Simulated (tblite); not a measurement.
# Br2N2: the cost of one run

Programs: tblite 0.8.0 and PySCF 2.14.0. All values are calculated, for the isolated system unless a continuum is named. Atoms count from 0, parts from 1.

### Step 1. Starting point

4 atoms, charge 0, multiplicity 1; geometry: rigid parts in contact. Parts: 1 = atoms 0–1, `BrBr`, charge 0; 2 = atoms 2–3, `N#N`, charge 0.

### Step 2. Docking the parts with GFN2-xTB

Job settings and geometry (Å):

```
{"job": {"kind": "dock", "xc": "GFN2-xTB", "basis": "xTB"}, "charge": 0, "multiplicity": 1, "parts": [{"atoms": "0-1", "charge": 0, "multiplicity": 1}, {"atoms": "2-3", "charge": 0, "multiplicity": 1}]}
Br     1.140615    -0.013148    -0.007629
Br    -1.140615     0.013148     0.007629
N     -0.523039    -1.978502    -3.019718
N     -0.735799    -2.262596    -1.980440
```

Method: GFN2-xTB search for minima from random contacts, gas phase.

Run with:

```console
OMP_NUM_THREADS=1 python cluster_run.py task.json out
```

This one command runs all jobs of the session in turn.

**Question.** How long does this first job take on 1 thread of Arm Neoverse N1, shared host?

About 11 s.
